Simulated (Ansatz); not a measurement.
## Structure relaxation of LiAg3

Level of theory: Ansatz 0.2.0, DFT r2SCAN, scalar-relativistic, plane waves, PAW.

The start is a database structure of LiAg3, space group I4/mmm (No. 139).

The final relaxation ran on this input, with the default PAW datasets:

```yaml
crystal:
  lattice:
    - [-2.02191782, 2.02191782, 4.05030663]
    - [2.02191782, -2.02191782, 4.05030663]
    - [2.02191782, 2.02191782, -4.05030663]
  atoms:
    - { symbol: Li, position: [0.0, 0.0, 0.0] }
    - { symbol: Ag, position: [0.75, 0.25, 0.5] }
    - { symbol: Ag, position: [0.25, 0.75, 0.5] }
    - { symbol: Ag, position: [0.5, 0.5, 0.0] }
basis:
  ecutwfc: 500
kpoints:
  mp_grid: { grid: [16, 16, 16] }
hamiltonian:
  xc: r2scan
scf:
  occupations: { method: gaussian, width: 0.1 }
output:
  forces: true
  stress: true
  eigenvalues: true
relax:
  adjacent_minimum: "off"
  f_tol: 0.01
  max_steps: 80
  cell: { stress_tol: 0.05 }
```

Launched as:

```bash
ansatz run input.yaml --threads 1 --pin off --max-ram 2560MiB --backend cpu --events-out ev --progress --plain --runs-dir out
```

The run took 93 s on 1 thread of Intel(R) Xeon(R) 6975P-C (Granite Rapids), with other jobs on the host, peak memory 1.2 GiB.

End of the output:

```
SCF converged after 6 iterations
Free energy (F): -23017.439170 eV
Harris-Foulkes:  -23017.439170 eV  (|F-HF|=1.09e-11)
Internal energy: -23017.433965 eV  (E = F + TS)
E sigma→0 (E₀):  -23017.436567 eV
Entropy (-TS):   -0.005205 eV (-1.301 meV/atom)
Fermi energy:    13.855567 eV
--- Per-component energies (eV) ---
  E_band       = -1022.074569
  E_kinetic    = 1606.390119
  E_local      = -7946.644668  (includes V_loc(G=0)·N_el)
  E_nonlocal   = 208.759179
  E_hartree    = 3576.257382
  E_xc         = -546.148933
  E_vxc        = -805.384189  (∫ρ·V_xc dr)
  E_paw        = -11787.792945  (= ΣΔE_a)
  E_vpaw       = -1296.269891  (= ΣTr[D̂ρ^β])
  E_aug_tail   = 0.000094  (compensation charges beyond the density's cutoff)
  E_vtau       = 58.559838  (kinetic-family band-sum trace: ∫τ·v_τ [+ j·A + Jᵃ·Aᵃ] dr)
  E_ewald      = -8126.726261
  E_core_change = -1.527932  (= ΣΔE_core)
  E_smearing   = -0.005205  (= −TS)
  E_closure    =  0.000000  (closes the sum)
  Σ components = -23017.439170   (vs F -23017.439170, Δ=0.00e0)
--- Forces (eV/Å), atoms counted from 1 ---
  atom   1  Li     0.00000000     0.00000000     0.00000000
  atom   2  Ag     0.00000000     0.00000000     0.00000000
  atom   3  Ag     0.00000000     0.00000000     0.00000000
  atom   4  Ag     0.00000000     0.00000000     0.00000000
  max |Σ_I F_I| component: 1.22e-27 eV/Å
--- Stress (GPa, compression-positive) ---
       -0.005612       0.000000       0.000000
        0.000000      -0.005612       0.000000
        0.000000       0.000000       0.040302
  P = ⅓ Tr σ = 0.0097 GPa (0.097 kbar)
--- Relaxed structure (1 steps of the walk, 1 accepted, 1 SCFs on fresh bases) ---
  F+E_penalty+E_count = -23017.43917000 eV   max|allowed force component| = 1.388e-17 eV/Å   (the final SCF, on the basis selected at the relaxed cell)
  cell:  # Å, volume = 66.2331 Å³
    - [-2.02191782, 2.02191782, 4.05030663]
    - [2.02191782, -2.02191782, 4.05030663]
    - [2.02191782, 2.02191782, -4.05030663]
  atoms:
    - { symbol: Li, position: [0.0, 0.0, 0.0] }
    - { symbol: Ag, position: [0.75, 0.250000, 0.500000] }
    - { symbol: Ag, position: [0.250000, 0.75, 0.500000] }
    - { symbol: Ag, position: [0.500000, 0.500000, 0.0] }
```

Absolute energies hang on the potentials; compare differences alone.

The result has space group I4/mmm (No. 139). Li is coordinated by 12 Ag at 2.86 Å; Ag on Wyckoff site d (2 atoms of the primitive cell) is coordinated by 8 Ag at 2.86 Å and 4 Li at 2.86 Å; Ag on Wyckoff site b (1 atom of the primitive cell) is coordinated by 4 Li at 2.86 Å and 8 Ag at 2.86 Å.

Against the elements it lies at -0.12 eV/atom. Formation energies are uncorrected and refer to the elements' standard structures at the same level.

For metals, differences of a few meV/atom aren't resolved.

Symmetry constrained the relaxation, so the result can be a saddle point.